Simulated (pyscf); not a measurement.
# Routes from CH₄ (SMILES C) + H₃Si–Cl (SMILES [SiH3]Cl)

Candidate steps break at most two bonds and form at most two. Each was searched with GFN2-xTB (tblite) first. Optimised with ωB97X-D3(BJ)/def2-SVP in PySCF. Energies: ωB97M-D3(BJ)/def2-TZVP, eV, from the separated reactants, singlet surface; ΔG‡ with ideal gas, 1 atm, RRHO with modes under 100 cm⁻¹ raised to 100, one conformer, R ln 2 for chiral ones without a mode under 150 cm⁻¹.

```tsv
products	type	ΔE‡	ΔE	ΔG‡ 298 K	ΔG‡ 900 K	ν‡ (cm⁻¹)
H₃C–SiH₃ + HCl	four-centre exchange	2.76	+1.04	3.08	3.85	702i
H₃C–SiH₂–Cl + H₂	four-centre exchange	3.16	+0.19	3.47	4.21	1464i
```

Plain bond fissions and candidates not yet searched are not listed, and one of them may be faster. Each barrier is that of the saddle found; lower ones may exist.
